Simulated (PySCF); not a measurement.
# How methods differ on the ionisation energy of Si

Si [Ne] 3s2 3p2 (3P) → Si+ [Ne] 3s2 3p1 (2P), as a difference of total energies. Calculation: PySCF 2.14, in jorge-DZP-DKH (7s4p1d, 24 functions); the spin-free X2C one-electron Hamiltonian (Gaussian nucleus). Correlated levels: valence: [Ne] frozen. The calculations carry no spin-orbit coupling.

```
           method  ionisation energy (eV)
              UHF                   7.621
              PBE                   8.171
             MN15                   8.061
    MP2 (valence)                   7.905
SCS-MP2 (valence)                   7.832
   CCSD (valence)                   7.925
CCSD(T) (valence)                   7.936
```

Errors of the correlated levels include the incompleteness of this basis and the frozen core.

Question: Which method comes closest to the reference value, and which is furthest?

Answer: The reference is 8.157 eV (measured; NIST levels, between the centres of gravity of the two terms). Closest: PBE (error 0.014 eV); furthest: UHF (error -0.536 eV).
